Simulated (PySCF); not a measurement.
OF: mean field, correlation and small terms against distance

State: ²Π, doublet, unpaired electrons π ↑. ROHF-based CCSD(T) in PySCF 2.14 with O cc-pVTZ, F cc-pVTZ and O cc-pVQZ, F cc-pVQZ (frozen core orbitals: 2; no relativity). Correlation energies are extrapolated as n⁻³ (n = 3, 4), Hartree–Fock as (n+1)·exp(−9√n). CV is the change on freezing 0 orbitals instead, in O cc-pwCVTZ, F cc-pwCVTZ. SR is the spin-free X2C energy in O cc-pVTZ-DK, F cc-pVTZ-DK less the non-relativistic one in O cc-pVTZ, F cc-pVTZ. All energies in eV from O + F.

```
 R (Å)  HF/CBS  CCSD corr.      (T)       CV      SR   total
1.1766   1.090      -2.275  -0.2145  -0.0153  0.0060  -1.409
1.2300   0.687      -2.334  -0.2386  -0.0095  0.0052  -1.889
1.2835   0.516      -2.396  -0.2633  -0.0048  0.0042  -2.143
1.3370   0.514      -2.462  -0.2889  -0.0010  0.0034  -2.234
1.3905   0.634      -2.533  -0.3154   0.0019  0.0026  -2.210
1.4573   0.903      -2.631  -0.3504   0.0045  0.0018  -2.072
1.5242   1.262      -2.742  -0.3888   0.0064  0.0012  -1.861
```

A fit to the total gives Re = 1.3500 Å, De = 2.237 eV, ωe = 1068.7 cm⁻¹, Be = 1.065 cm⁻¹ (masses 15.9949 and 18.9984 u).

Question: At R = 1.3370 Å the CCSD correlation energy is -0.466763 hartree in the smaller basis and -0.503905 in the larger. Extrapolate it.

Answer: (4³·E4 − 3³·E3)/(4³ − 3³) = -0.53101 hartree; the larger basis holds 94.9 % of it.

The T1 diagnostic is 0.030. The state was picked by a PBE0 search and need not be the measured ground state. Spin–orbit coupling, excitations beyond (T) and corrections to the Born–Oppenheimer picture are left out.
